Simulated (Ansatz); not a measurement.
A made-up structure of C2H4Li, doublet:

```
7
angstrom
Li -2.0905 -1.1683 0.7433
C -0.3925 -0.7053 -0.0103
C 0.3976 0.5722 -0.0336
H 0.1878 -1.4706 -0.5519
H -0.8671 -0.7217 0.9374
H -0.0948 1.4044 0.4816
H 1.3894 0.4541 0.4323
```

It is relaxed with PBE-D4/def2-SVP and then PBE0-D4/def2-TZVP (Ansatz 0.2.0). Atoms count as bonded within 1.22 times the sum of their covalent radii (H–H: 0.88 Å). The end point is not checked to be a true minimum.

Q: Does its bonding change? (A judgement: the text doesn't fix the answer.)

A: Computed: Yes. Formed: none; broken: Li1–C2, Li1–H5.

Where it ends: The first stage lowers the energy by 2.60 eV in 14 steps. It ends as a complex of C₂H₄ (C=C) + Li:
| atom | x (Å) | y (Å) | z (Å) |
| --- | --- | --- | --- |
| Li1 | -2.4407 | -0.6720 | -0.6745 |
| C2 | 0.0096 | -0.7749 | 0.6462 |
| C3 | 0.3025 | 0.4556 | 0.2382 |
| H4 | 0.2992 | -1.6500 | 0.0730 |
| H5 | -0.4910 | -0.9584 | 1.5916 |
| H6 | 0.0299 | 1.3282 | 0.8216 |
| H7 | 0.8204 | 0.6363 | -0.6974 |

For scale, one of the runs: PBE0-D4/def2-TZVP relaxation, 100 basis functions, launched by `ansatz run in.yaml --threads 2 --pin off --events-out ev --progress --plain --max-ram 4352MiB`. Hardware: 2 CPU threads of an Arm Neoverse V2, shared host. Wall time about 18 s.
